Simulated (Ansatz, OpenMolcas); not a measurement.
# HBS (hydrogen boron sulfide): methods side by side

HBS has 3 atoms, charge 0, and is taken as a singlet. SMILES: `B=S`. The coordinates come from a PBE0-D4/def2-TZVP relaxation.

```xyz
3

B    -0.0387   -0.0146    0.1348
S     0.3992    0.1476   -1.3933
H    -0.3605   -0.1331    1.2585
```

Each level gives the energy change with the B1–S2 bond stretched from 1.598 to 1.997 Å (eV). The values are calculated.

```tsv
level	kind	program	value (eV)	less FCI/STO-3G
SVWN5/STO-3G (restricted)	LDA	OpenMolcas	3.02	+0.11
BHLYP/STO-3G (restricted)	global hybrid	Ansatz	3.47	+0.56
r2SCAN0/STO-3G (restricted)	hybrid meta-GGA	Ansatz	3.38	+0.47
HSE06/STO-3G (restricted)	range-separated hybrid	Ansatz	3.24	+0.33
wB97M-V/STO-3G (restricted)	range-separated hybrid	Ansatz	3.39	+0.48
RPA@PBE/STO-3G (restricted)	RPA	Ansatz	2.76	-0.15
MP2/STO-3G (restricted)	perturbation theory	OpenMolcas	3.44	+0.53
CCSDTQ/STO-3G (restricted)	coupled cluster or CI	Ansatz	2.89	-0.02
FCI/STO-3G	exact in the basis	OpenMolcas	2.91	0.00
```

FCI/STO-3G is exact within its basis and frozen core, so for wave-function methods in that basis the difference is their error; functionals converge differently with the basis, so for them it is only a difference. The first shape isn't each level's own minimum. The values span 2.76 to 3.47 eV. All rows use very small basis sets, so none should be taken for the real molecule's value.
